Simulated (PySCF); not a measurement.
Isomerisation enthalpies of C4H6O

**Measured values to compare with.**

CRC Handbook of Chemistry and Physics lists, for the gas at 298.15 K: enthalpy of formation of `C/C=C/C=O` (2-butenal) -100.6 kJ/mol; enthalpy of formation of `C=COC=C` (vinyl ether) -13.6 kJ/mol.

The results are set against them at the end.

Differences of these values give the isomerisation enthalpies. Geometries: PBE0-D3(BJ)/def2-TZVP; runs in PySCF, gas phase, with a dispersion term only where the level names one. Total electronic energies (Eh):

```csv
SMILES,PBE0-D3(BJ)/def2-TZVP,PBE0/pcSseg-2,CAM-B3LYP/aug-cc-pVTZ,PBE0/aug-cc-pVTZ
C/C=C/C=O,-231.05431,-231.04880,-231.20507,-231.04453
C=COC=C,-231.01806,-231.01328,-231.17211,-231.00911
```

Geometry of `C/C=C/C=O` (Å):
```
atom  x, y, z in Å
C1    -1.7442    0.0179    0.1184
C2    -0.3285   -0.3280   -0.1540
C3     0.7318    0.4157    0.1642
C4     2.0821   -0.0383   -0.1580
O5     3.0912    0.5691    0.0996
H6    -1.8378    0.9800    0.6229
H7    -2.2147   -0.7508    0.7395
H8    -2.3170    0.0536   -0.8136
H9    -0.1468   -1.2766   -0.6595
H10    0.6374    1.3730    0.6687
H11    2.1250   -1.0225   -0.6760
```

Geometry of `C=COC=C` (Å):
```
atom  x, y, z in Å
C1    -2.343   -0.126    0.237
C2    -1.058   -0.420    0.352
O3    -0.092    0.347   -0.211
C4     1.199   -0.036   -0.052
C5     2.203    0.642   -0.583
H6    -3.077   -0.767    0.704
H7    -2.679    0.742   -0.316
H8    -0.698   -1.287    0.902
H9     1.344   -0.936    0.542
H10    3.215    0.299   -0.427
H11    2.035    1.534   -1.172
```

Zero-point and thermal terms are left out, so the computed numbers are electronic energies.

## Comparison

Relative to `C/C=C/C=O`, the lowest by measurement, in kJ/mol (measured: enthalpies at 298.15 K; computed: electronic energies):

| SMILES | measured | PBE0-D3(BJ)/def2-TZVP | PBE0/pcSseg-2 | CAM-B3LYP/aug-cc-pVTZ | PBE0/aug-cc-pVTZ |
| --- | --- | --- | --- | --- | --- |
| C/C=C/C=O | 0.0 | 0.0 | 0.0 | 0.0 | 0.0 |
| C=COC=C | 87.0 | 95.2 | 93.3 | 86.5 | 93.0 |

Measured values: -100.6 kJ/mol (298.15 K; CRC Handbook of Chemistry and Physics) for the first row; the others come from the same table. Unsigned miss: CAM-B3LYP/aug-cc-pVTZ 0.5, PBE0/aug-cc-pVTZ 6.0, PBE0/pcSseg-2 6.3, PBE0-D3(BJ)/def2-TZVP 8.2 kJ/mol. One conformer stands for `C/C=C/C=O` and `C=COC=C`, not necessarily the lowest, while the measurement averages over conformers. Where a level misses, the cause wasn't examined.
